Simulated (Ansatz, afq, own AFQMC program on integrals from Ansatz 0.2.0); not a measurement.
# AlH+ (quartet): quantum Monte Carlo beside coupled cluster, cc-pVTZ

One table from this session's results is given with a row withheld; the runs are named, their logs left out.

Method: cc-pVTZ, frozen cores; program: Ansatz 0.2.0, Gaussian basis, and an in-house AFQMC program (afq) on its integrals; all values are calculated.

The runs, in order: Full CI; PBE (unrestricted); r2SCAN (unrestricted); PBE0 (unrestricted); B3LYP (unrestricted); wB97M-V (unrestricted); B2PLYP (unrestricted); CCSD(T) on ROHF; Full CI; Phaseless AFQMC, CISD trial on ROHF; CCSD(T) on UHF; Full CI; CCSD(T) on UHF; CCSD(T) on UHF; Phaseless AFQMC, CISD trial on UHF.

2 further runs of the same task are left out: 2 that didn't finish.

**The geometry**

The geometry is a PBE0/def2-TZVP stationary point (not a proven minimum) of the parent state, kept for this charge and spin.

2 atoms, charge 1, spin multiplicity 4.

Atoms are counted from 1 here; the program's logs count them from 0.

Bond lengths: Al1–H2 1.605 Å.

Set-up of the first run:

File in.yaml:

```yaml
crystal:
  periodic: [false, false, false]
  atoms:
    - {symbol: Al, position_ang: [0.000000, 0.000000, 0.000000]}
    - {symbol: H, position_ang: [0.000000, 0.000000, 1.604550]}
basis:
  gaussian: {orbitals: cc-pVTZ}
total_charge: 1
magnetization: {spin_polarized: false, initial_magnetization: 3}
correlation: {method: fci, electrons: outside_noble_gas}
```

The run is started by

```bash
> ansatz run in.yaml --threads 1 --pin off --events-out ev --progress --plain --max-ram 15360MiB --backend cuda --devices 0, --max-vram 18GiB
```

Steps of the session up to this table: Full CI; PBE (unrestricted); r2SCAN (unrestricted); PBE0 (unrestricted); B3LYP (unrestricted); wB97M-V (unrestricted); B2PLYP (unrestricted); CCSD(T) on ROHF; Phaseless AFQMC, CISD trial on ROHF; CCSD(T) on UHF; Phaseless AFQMC, CISD trial on UHF.

One of the session's tables, all rows but one given; the rest of the session is left out.

On the ROHF determinant, counted from full CI (exact for this spin and basis):

| level | from full CI (meV) |
| --- | --- |
| HF | +269.9 |
| MP2 | +102.5 |
| CCSD | +2.1 |
| CCSD(T) | ? |
| full CI | 0.0 |
| Phaseless AFQMC, CISD trial, step 0.005, 4000 walkers | +0.6 |

Estimate the missing values for CCSD(T).

**Answer.** from full CI (meV): +0.7. In the column «from full CI (meV)» it lies between Phaseless AFQMC, CISD trial, step 0.005, 4000 walkers (+0.6) and CCSD (+2.1).

To keep in mind: On ROHF the phaseless walk with the CISD trial lies +0.6 meV from full CI, within three error bars.
